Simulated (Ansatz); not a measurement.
```yaml
crystal:
  periodic: [false, false, false]
  atoms:
    - {symbol: Si, position_ang: [-1.008898, -0.078328, -0.487724]}
    - {symbol: P, position_ang: [0.974722, 0.075334, 0.473127]}
    - {symbol: H, position_ang: [-1.954237, 0.893731, 0.069869]}
    - {symbol: H, position_ang: [-1.576329, -1.422076, -0.339949]}
    - {symbol: H, position_ang: [1.689780, 0.395901, -0.678956]}
basis:
  gaussian: {orbitals: def2-TZVP}
magnetization: {spin_polarized: true, initial_magnetization: 2}
hamiltonian: {xc: pbe0}
relax: {f_tol: 0.004, max_steps: 80}
```

```sh
$ ansatz run in.yaml --threads 1 --pin off --events-out ev --progress --plain --max-ram 2176MiB
```

Steps of the relaxation (energy above the last step; positions in Å, forces in eV/Å):

```
5
step 1, 34.0 meV
Si   -1.009   -0.078   -0.488    0.108    0.120   -0.579
P     0.975    0.075    0.473    0.040   -0.139    0.820
H    -1.954    0.894    0.070   -0.285    0.307    0.233
H    -1.576   -1.422   -0.340   -0.163   -0.439    0.101
H     1.690    0.396   -0.679    0.299    0.151   -0.575
```

```
5
step 2, 4.7 meV
Si   -1.009   -0.073   -0.519    0.051    0.025   -0.095
P     0.977    0.072    0.496   -0.019   -0.039    0.206
H    -1.951    0.905    0.081   -0.122    0.090    0.055
H    -1.569   -1.435   -0.333   -0.085   -0.136    0.015
H     1.676    0.395   -0.688    0.176    0.061   -0.181
```

```
5
step 3, 0.9 meV
Si   -1.018   -0.074   -0.519    0.004    0.003   -0.013
P     0.988    0.075    0.489   -0.021   -0.003   -0.005
H    -1.976    0.903    0.084    0.040   -0.015    0.000
H    -1.593   -1.442   -0.331    0.034    0.026    0.007
H     1.725    0.403   -0.687   -0.057   -0.011    0.012
```

```
5
step 5, 0.0 meV
Si   -1.015   -0.073   -0.522    0.001    0.000    0.000
P     0.983    0.073    0.493   -0.001    0.000    0.000
H    -1.967    0.905    0.084    0.000    0.000    0.000
H    -1.584   -1.441   -0.331    0.000    0.000    0.000
H     1.708    0.400   -0.688    0.000    0.000    0.000
```

Close pairs at the end: P2–H5 1.424 Å, Si1–H4 1.494 Å, Si1–H3 1.494 Å, Si1–P2 2.245 Å.

A stationary point of unrestricted PBE0 after 5 steps, with ⟨S²⟩ = 2.009 against 2.00 for a pure state; no frequencies were run, so it isn't proven a minimum. 10 s on 1 thread of Intel Xeon 6975P-C, shared host.
